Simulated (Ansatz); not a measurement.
**CO: ladder of basis sets in Python**

How does the energy of CO converge with the basis? Wanted for CO: a ladder of basis sets.

Program: Ansatz 0.2.0 through its Python package. The levels of theory stand in the script. These are calculated values, not measurements.

## (1) Starting point

Bond lengths: C1–O2 1.310 Å.

The script holds or builds the structure itself.

## (2) The code

basis_co.py

```python
import ansatz as az

FUNCTIONAL = "HF"


def main() -> None:
    geometry_ang = [
        ("C", [0.0, 0.0, 0.0]),
        ("O", [0.0, 0.0, 1.31]),
    ]
    system = az.Crystal.molecule()
    for symbol, xyz in geometry_ang:
        system = system.atom(symbol, xyz)

    calc = system.calculation().functional(FUNCTIONAL)

    energies = {}
    for basis in ["STO-3G", "6-31G", "6-31G*", "def2-SVP", "def2-SVPD", "def2-TZVP", "def2-TZVPP"]:
        summary = calc.basis(gaussian=basis).run().report
        size = summary["n_frozen"] + summary["n_occupied"][0] + summary["n_virtual"][0]
        energies[basis] = (summary["reference_energy_ev"] / 27.211386246, summary["free_energy_ev"] / 27.211386246)
        print(f"{basis:14s} {size:4d} orbitals  reference {energies[basis][0]:14.6f} Ha  total {energies[basis][1]:14.6f} Ha")

    last = energies["def2-TZVPP"][1]
    for basis, (_, total) in energies.items():
        print(f"{basis:14s} lies {27.211386 * (total - last):9.4f} eV above def2-TZVPP")


if __name__ == "__main__":
    main()
```

## (3) Running it

Launch:

```console
$ python basis_co.py
```

**Question.** How far does the total energy move along this ladder of basis sets?

The runs gave:

| quantity | value |
| --- | --- |
| runs compared | 7 |
| change of the total from set to set | -39.282, -1.456, +2.637, -0.203, -3.628, +0.000 eV |

What this shows: Against STO-3G: 6-31G -1443.6 mHa, 6-31G* -1497.1 mHa, def2-SVP -1400.2 mHa, def2-SVPD -1407.7 mHa, def2-TZVP -1541.0 mHa and def2-TZVPP -1541.0 mHa. The last step alone is +0.00 mHa (these two sets differ little on atoms other than hydrogen). The drop along the ladder measures the basis error, and is no property of the molecule. The geometry is a force-field or estimated start, not a minimum of this method, and the last set is no limit. Much of the fall in a total is atomic energy, which cancels in bond and reaction energies. Totals across families of basis sets mostly measure their core functions. The spin state was assumed, and another may lie lower.
